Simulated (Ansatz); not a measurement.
A made-up structure of CH4NSi, doublet:

```xyz
7
angstrom
C -1.1798 0.2294 -0.6372
Si -0.0945 -1.1557 -0.0891
N 1.2053 -0.2804 0.6016
H -1.9372 0.0866 -1.4049
H -1.3115 1.1533 -0.0724
H -0.0266 -2.5640 0.0799
H 1.9727 -0.7502 1.0543
```

It is relaxed with PBE-D4/def2-SVP and then PBE0-D4/def2-TZVP (Ansatz 0.2.0). Atoms count as bonded within 1.22 times the sum of their covalent radii (H–H: 0.88 Å). The end point is not checked to be a true minimum.

(1) Does its bonding change? (A judgement: the text doesn't fix the answer.)

Results:

(1) The calculation gives: No: no bond forms or breaks.

Where it ends: The first stage lowers the energy by 0.87 eV in 7 steps. It ends as CH₄NSi ([CH2][SiH][NH]):
C1  (-1.240, 0.153, -0.597)
Si2  (0.041, -0.929, 0.013)
N3  (1.281, -0.281, 0.819)
H4  (-2.103, -0.206, -1.147)
H5  (-1.189, 1.224, -0.432)
H6  (-0.181, -2.367, -0.299)
H7  (2.020, -0.876, 1.175)
(Å)

Labels in which every atom is bracketed show which atoms are joined, not bond orders.

For scale, one of the runs: PBE0-D4/def2-TZVP relaxation, 123 basis functions, launched by `ansatz run in.yaml --threads 2 --pin off --events-out ev --progress --plain --max-ram 4352MiB`. Hardware: 2 CPU threads of an Arm Neoverse V1, shared host. Wall time about 28 s.
